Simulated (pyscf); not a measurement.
Single points on ωB97X-D3(BJ)/def2-SVP structures (PySCF, gas phase).

Task: Estimate the classical barrier height and the reaction energy of `[CH3][GeH3]` + `[CH3]` [doublet] -> `[CH3][GeH2]` [doublet] + `[CH4]` at ωB97M-D3(BJ)/def2-TZVP. The step runs on the doublet surface, breaks Ge–H and forms C–H; take the separated reactants as zero.

Result: ΔE‡ = 5.4 kcal/mol, ΔE = -23.3 kcal/mol. Zero-point energy shifts the barrier by +0.4 kcal/mol. It is a hydrogen abstraction, with an imaginary mode of 676i cm⁻¹. One saddle was located; it need not be the lowest between these sides. The angle at the transferred H is 178°. Elements up to Kr have no core potential and no relativistic terms here.
